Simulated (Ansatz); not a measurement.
**S2F2 (SMILES FS(F)=S): levels of theory compared**

Aim: a comparison of 6 runs (HF/STO-3G, CAM-B3LYP/STO-3G, HSE06/STO-3G, UB3LYP/STO-3G, UMP2/STO-3G, FCI/STO-3G) of S2F2. 

The results are computed with Ansatz 0.2.0.

55 further runs of the same task are left out: 15 that didn't finish, 40 set aside as unsound or not needed.

## (1) The structure to begin with

S2F2: 4 atoms, total charge 0, spin state singlet. As SMILES, `FS(F)=S`. The S4–S2 distance was set to 4.646 Å, away from the relaxed value. At this shape a bond of the SMILES string is far longer than usual.

Bond lengths: F1–S2 1.606 Å, S2–F3 1.606 Å. Angles: F1–S2–F3 92.0°.

## (2) The energy at HF/STO-3G (run 1)

Input file in.yaml:

```yaml
crystal:
  periodic: [false, false, false]
  atoms:
    - {symbol: F, position_ang: [0.864858, -1.501848, 3.290494]}
    - {symbol: S, position_ang: [-0.350962, -1.928708, 2.332174]}
    - {symbol: F, position_ang: [0.443388, -3.221078, 1.805254]}
    - {symbol: S, position_ang: [-0.567510, 1.135710, -1.153590]}
basis:
  gaussian: {orbitals: STO-3G}
hamiltonian: {xc: hf}
accuracy: high
```

The run is started by

```console
$ ansatz run in.yaml --threads 1 --pin off --max-ram 3480MiB --events-out events.jsonl --progress --plain --runs-dir runs
```

The log of the run:

```text
Warning: RAYON_NUM_THREADS=1 ignored (pool sized by the plan → 1); use --threads N
Functional definition: HF
  name "HF"
  exchange = exact_x
  correlation = 0
470 factors; integrals over basis functions are off by at most 2.7e-8 eV
mean field evaluation 1: about -26683.1258 eV, gradient 3.5e1 eV
mean field evaluation 2: about -26683.1918 eV, gradient 3.5e1 eV
mean field evaluation 4: about -26687.0892 eV, gradient 1.7e1 eV
mean field evaluation 8: about -26727.1522 eV, gradient 2.2e-1 eV
mean field evaluation 16: about -26727.1447 eV, gradient 5.6e-4 eV
mean field evaluation 32: about -26727.1468 eV, gradient 3.1e-6 eV
mean field evaluation 64: about -26727.1413 eV, gradient 1.7e-2 eV
mean field evaluation 96: about -26727.1538 eV, gradient 6.6e-3 eV
mean field evaluation 128: about -26713.0933 eV, gradient 6.7e0 eV
mean field evaluation 160: about -26727.1447 eV, gradient 1.9e-6 eV
mean field -26727.14678887 eV, -982.2045281804 hartree, gradient 2.6e-8 eV, S^2 0.000000; 6 other end points of the search recorded, 0 dependent functions left out
reference -26727.14678887 eV, -982.2045281804 hartree; 25, 25 occupied and 3, 3 virtual orbitals, 470 factors
Total energy: -26727.14678887 eV, -982.2045281804 hartree
```

Run time: 0.64 s. Hardware: 1 thread of Arm Neoverse V1, shared host.

## (3) The energy at CAM-B3LYP/STO-3G (run 2)

Input file input.yaml:

```yaml
basis:
  gaussian: {orbitals: STO-3G}
crystal:
  periodic: [false, false, false]
  atoms:
    - {symbol: F, position_ang: [0.864858, -1.501848, 3.290494]}
    - {symbol: S, position_ang: [-0.350962, -1.928708, 2.332174]}
    - {symbol: F, position_ang: [0.443388, -3.221078, 1.805254]}
    - {symbol: S, position_ang: [-0.567510, 1.135710, -1.153590]}
accuracy: high
hamiltonian: {xc: {name: CAM-B3LYP}}
```

The run is started by

```console
$ ansatz run input.yaml --threads 1 --pin off --max-ram 3480MiB --events-out events.jsonl --progress --plain --runs-dir runs
```

The log of the run, shortened:

```text
Warning: RAYON_NUM_THREADS=1 ignored (pool sized by the plan → 1); use --threads N
Functional definition: CAM-B3LYP
  name "CAM-B3LYP"
[...]
470 factors; integrals over basis functions are off by at most 2.7e-8 eV
182 factors; integrals over basis functions are off by at most 1.4e-9 eV
[...]
mean field -26775.22154898 eV, -983.9712430282 hartree, gradient 9.9e-8 eV, S^2 0.000000; 4 other end points of the search recorded, 0 dependent functions left out
reference -26775.22156250 eV, -983.9712435248 hartree; 25, 25 occupied and 3, 3 virtual orbitals, 470 factors
Total energy: -26775.22156250 eV, -983.9712435248 hartree
```

Wall time 6.6 s (1 thread of Arm Neoverse V1, shared host); peak memory 0.11 GiB.

Runs 3 to 5 aren't shown in full; the table further down has their settings and results.

## (4) A single-point energy at FCI/STO-3G (run 6)

Input file job.yaml:

```yaml
crystal:
  periodic: [false, false, false]
  atoms:
    - {symbol: F, position_ang: [0.864858, -1.501848, 3.290494]}
    - {symbol: S, position_ang: [-0.350962, -1.928708, 2.332174]}
    - {symbol: F, position_ang: [0.443388, -3.221078, 1.805254]}
    - {symbol: S, position_ang: [-0.567510, 1.135710, -1.153590]}
basis:
  gaussian: {orbitals: STO-3G}
correlation: {method: fci, frozen_orbitals: {F: 1, S: 5}}
accuracy: high
```

The run is started by

```console
$ ansatz run job.yaml --threads 1 --pin off --max-ram 3480MiB --events-out events.jsonl --progress --plain --runs-dir runs
```

The log of the run, shortened:

```text
Warning: RAYON_NUM_THREADS=1 ignored (pool sized by the plan → 1); use --threads N
Functional definition: HF
  name "HF"
[...]
470 factors; integrals over basis functions are off by at most 2.7e-8 eV
[...]
mean field -26727.14678887 eV, -982.2045281804 hartree, gradient 2.6e-8 eV, S^2 0.000000; 10 other end points of the search recorded, 0 dependent functions left out; unrestricted orbitals would lower it
[...]
determinant -26727.14678887 eV, -982.2045281804 hartree, with singles and doubles -26730.07759918 eV, -982.3122334726 hartree
determinant -26727.14472147 eV, -982.2044522046 hartree, with singles and doubles -26730.07612296 eV, -982.3121792225 hartree
determinant -26727.14678887 eV, -982.2045281804 hartree, with singles and doubles -26730.15054353 eV, -982.3149141279 hartree
determinant -26727.14472147 eV, -982.2044522046 hartree, with singles and doubles -26730.14953913 eV, -982.3148772171 hartree
unrestricted determinant -26728.91513406 eV, -982.2695136673 hartree, S^2 1.0000
12 core orbitals not correlated: weight in the atoms' cores, before any rotation towards them, 1.000 or more for the frozen orbitals, at most 0.000 for the correlated occupied ones
reference -26727.14678887 eV, -982.2045281804 hartree; 13, 13 occupied and 3, 3 virtual orbitals, 470 factors
state -26730.20930870 eV, -982.3170737082 hartree
Total energy: -26730.20930870 eV, -982.3170737082 hartree
```

Wall time 6.6 s (1 thread of Arm Neoverse V1, shared host); peak memory 0.14 GiB.

## (5) The series

| run | level | frozen core orbitals | energy (Eh) | wall time |
| --- | --- | --- | --- | --- |
| 1 | HF/STO-3G | – | -982.204528 | 0.64 s |
| 2 | CAM-B3LYP/STO-3G | – | -983.971244 | 6.6 s |
| 3 | HSE06/STO-3G | – | -983.631462 | 9.9 s |
| 4 | UB3LYP/STO-3G | – | -984.109338 | 46 s |
| 5 | UMP2/STO-3G | 12 | -982.326405 | 6.6 s |
| 6 | FCI/STO-3G | 12 | -982.317074 | 6.6 s |

## (6) What came out

| quantity | value |
| --- | --- |
| run 6: total energy | -982.31707 Eh |
| run 6: correlation energy (12 core orbitals frozen) | -112.5 mEh |

In words: Against full CI in this basis: HF +112.5 mEh; UMP2 -9.3 mEh. Totals of different functionals can't be ranked against each other. In runs 1, 2, 3, 4, 5, 6 the basis is minimal, so the values are rough. In runs 1, 2, 3 a closed-shell determinant meets a far-stretched bond, which it describes badly. Spin contamination of the reference: run 4 ⟨S²⟩ = 1.00, run 5 ⟨S²⟩ = 1.00. Where it is this large, the reference is a mixture of spin states, and values that rest on it are in doubt. All runs together took 76 s, the longest 46 s.
